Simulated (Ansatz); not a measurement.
## Ansatz (development build ahead of 0.2.0) run

```yaml
crystal:
  periodic: [false, false, false]
  atoms:
    - { symbol: Al, position_ang: [-0.0232, 0.02259, -0.8511] }
    - { symbol: F, position_ang: [-0.00164, 0.04408, 0.83655] }
basis:
  gaussian: { orbitals: def2-SVP }
total_charge: 1
magnetization:
  initial_magnetization: 1
hamiltonian:
  xc: hf
correlation:
  method: ccsd_t
  frozen_orbitals: { Al: 5, F: 1 }
scf:
  omitted_lower_state_checks: [starts, atomic_configurations, cluster_reference, orbital_swaps, given_window_search, neighbouring_geometries, increment]
```

The input is written out in the form of the current development build from the run's settings. Correlation on restricted open-shell orbitals is semicanonical, with singles.

Results

| Item | Value |
| --- | --- |
| Converged | yes |
| Reference energy | -340.93872 hartree |
| Correlation energy | -0.22109 hartree |
| Total energy | -341.15981 hartree |
| Stability test | minimum among restricted orbitals |
